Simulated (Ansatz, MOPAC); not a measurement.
System: C2H6N (charge 0, doublet). SMILES: C[CH]N

Atoms: C1, C2, N3, H4, H5, H6, H7, H8, H9. Bonds: C1-C2, C1-H4, C1-H5, C1-H6, C2-N3, C2-H7, N3-H8, N3-H9.

Bond lengths (Å) and angles (degrees) optimised at MNDO with MOPAC; HF/6-31G* with Ansatz (a first-principles code); B3LYP/6-31G* with Ansatz, each started from the B3LYP-D3(BJ)/def2-TZVP structure (Ansatz) of the last column. A row stands for all coordinates that are equal there; 13 of 19 kinds are shown. 6-31G* holds six Cartesian d functions. No wavenumbers were computed at MNDO, so these may be saddle points.

| coordinate | MNDO | HF/6-31G* | B3LYP/6-31G* | B3LYP-D3(BJ)/def2-TZVP |
|---|---|---|---|---|
| C1-C2 | 1.486 | 1.499 | 1.494 | 1.486 |
| C1-H4 | 1.111 | 1.090 | 1.105 | 1.102 |
| C1-H5 | 1.110 | 1.085 | 1.095 | 1.090 |
| C1-H6 | 1.111 | 1.088 | 1.101 | 1.096 |
| C2-N3 | 1.398 | 1.408 | 1.407 | 1.398 |
| C2-H7 | 1.090 | 1.078 | 1.088 | 1.083 |
| N3-H8 | 1.007 | 0.999 | 1.015 | 1.009 |
| N3-H9 | 1.007 | 1.001 | 1.017 | 1.011 |
| C1-C2-N3 | 122.6 | 116.6 | 117.4 | 117.6 |
| C2-C1-H4 | 111.7 | 111.8 | 113.1 | 112.8 |
| C2-C1-H5 | 110.2 | 110.7 | 110.6 | 110.8 |
| C2-C1-H6 | 112.2 | 111.2 | 111.5 | 111.4 |
| C1-C2-H7 | 119.7 | 117.8 | 118.7 | 119.6 |

Mean signed difference of all 8 bond lengths from B3LYP-D3(BJ)/def2-TZVP: MNDO 0.005 Å, HF/6-31G* -0.004 Å, B3LYP/6-31G* 0.006 Å.
